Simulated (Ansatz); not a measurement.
**[Br···H···H], doublet: the ladder up to UCCSDT(Q)**

Geometry: a point of a hydrogen-transfer path between rigid fragments, not a stationary point.

```json
{"atom": "Br", "x (Å)": "0.0000", "y (Å)": "0.0000", "z (Å)": "-1.2869"}
{"atom": "H", "x (Å)": "0.0000", "y (Å)": "0.0000", "z (Å)": "0.1337"}
{"atom": "H", "x (Å)": "0.0000", "y (Å)": "0.0000", "z (Å)": "1.1531"}
```

Basis cc-pVTZ; Ansatz 0.2.0. Only valence electrons are correlated (noble-gas cores and the filled d shells of p-block atoms frozen), which leaves 9 electrons in 57 orbitals. R marks a restricted (for open shells ROHF) determinant, U an unrestricted one. Active spaces: pair = (3e, 3o) about the gap; valence = (9e, 6o) chosen from the atoms' valence shells. No spin–orbit coupling is included, and no scalar relativity.

Full CI isn't at hand for all of this; UCCSDT(Q) serves as the reference, and is uncertain by about the last step of the cluster series. The frozen core follows each run's orbitals, which can shift R against U totals by a few meV for light atoms and by up to 0.1 eV past Ca.

```
UHF ⟨S²⟩                          : 0.775
T1 diagnostic (RCCSD)             : 0.0255
largest doubles amplitude (RCCSD) : 0.057
T1 diagnostic (UCCSD)             : 0.0128
```

| level | E − E(UCCSDT(Q)) (kJ/mol) | share of correlation (%) | wall time |
| --- | --- | --- | --- |
| UHF | 557.2 | 2.84 | – |
| UMP2 | 78.5 | 86.31 | – |
| UCCSD | 20.7 | 96.39 | – |
| UCCSD(T) | 2.3 | 99.60 | 2.2 s |
| UCCSDT | 0.7 | 99.88 | – |

The correlation energy at UCCSDT(Q), counted from RHF, is -5.944 eV. That run took 33 s on 1 thread of Intel Xeon 6975P-C, shared host.

Run but not shown, since their state or frozen core can't be matched to the reference's or they repeat it: RHF, RMP2, CISD, RCCSD, RCCSD(T), BCCD(T), RCCSDT, RCCSDT(Q), CASSCF (pair space), NEVPT2 (pair space), MRCISD (pair space), MRCISD+Q (pair space), CASSCF (valence space), NEVPT2 (valence space), MRCISD (valence space), MRCISD+Q (valence space).

Times hold each run's SCF and search for its determinant on a shared host, so for small cases they say little of a method's own cost; they ran on 1 thread of Intel Xeon 6975P-C.

Natural occupations of CASSCF (valence space) about the gap: 2.000 2.000 1.999 1.970 1.001 0.030; effectively unpaired electrons, Σ n²(2−n)², 1.01.
